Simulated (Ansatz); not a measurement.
The input, for Ansatz 0.2.0:

```yaml
crystal:
  periodic: [false, false, false]
  atoms:
    - {symbol: Al, position_ang: [0.000000, 0.000000, 0.251400]}
    - {symbol: P, position_ang: [0.000000, 0.000000, -1.892800]}
    - {symbol: H, position_ang: [0.000000, 0.000000, 1.641400]}
basis:
  gaussian: {orbitals: def2-SVP}
magnetization: {spin_polarized: false, initial_magnetization: 1}
correlation: {method: ccsd, electrons: outside_noble_gas}
scf: {omitted_lower_state_checks: [cluster_reference]}
```

```sh
$ ansatz run in.yaml --threads 1 --pin off --events-out ev --progress --plain --max-ram 2393MiB
```

Question: Roughly how long does this take on 1 thread of Arm Neoverse V2, shared host, and how much host memory?

Answer: 0.54 s wall and 0.09 GiB.

```
these checks for a lower state are left out or cut short: cluster_reference
369 factors; integrals over basis functions are off by at most 9.0e-4 eV
mean field evaluation 1: about -15862.7258 eV, gradient 1.2e1 eV
mean field evaluation 2: about -15862.7294 eV, gradient 1.2e1 eV
mean field evaluation 4: about -15863.5957 eV, gradient 1.8e0 eV
mean field evaluation 8: about -15863.6258 eV, gradient 3.0e-3 eV
mean field evaluation 16: about -15863.6258 eV, gradient 6.2e-6 eV
mean field evaluation 32: about -15861.8602 eV, gradient 1.2e0 eV
mean field -15863.62580437 eV, -582.9774955586 hartree, gradient 2.5e-6 eV, S^2 0.750000; 4 other end points of the search recorded, 0 dependent functions left out
10 core orbitals not correlated: weight in the atoms' cores, before any rotation towards them, 1.000 or more for the frozen orbitals, at most 0.000 for the correlated occupied ones
reference -15863.62580437 eV, -582.9774955586 hartree; 5, 4 occupied and 26, 27 virtual orbitals, 369 factors
second order -4.04461235 eV of doubles, -0.04805332 eV of singles
cycle   1  -4.58410049 eV  change   -4.9e-1 eV  update   8.1e-2
cycle   2  -4.79520614 eV  change   -2.1e-1 eV  update   3.1e-2
cycle   3  -4.84881927 eV  change   -5.4e-2 eV  update   1.8e-2
cycle   4  -4.84397552 eV  change    4.8e-3 eV  update   6.4e-3
cycle   5  -4.84378756 eV  change    1.9e-4 eV  update   2.5e-3
cycle   6  -4.84423561 eV  change   -4.5e-4 eV  update   1.1e-3
cycle   7  -4.84450402 eV  change   -2.7e-4 eV  update   4.7e-4
cycle   8  -4.84466930 eV  change   -1.7e-4 eV  update   1.8e-4
cycle   9  -4.84461780 eV  change    5.1e-5 eV  update   8.4e-5
cycle  10  -4.84463181 eV  change   -1.4e-5 eV  update   3.7e-5
cycle  11  -4.84464020 eV  change   -8.4e-6 eV  update   1.8e-5
cycle  12  -4.84463802 eV  change    2.2e-6 eV  update   7.6e-6
Total energy: -15868.47044239 eV, -583.1555327221 hartree
Checks for a lower state left out: cluster_reference
```
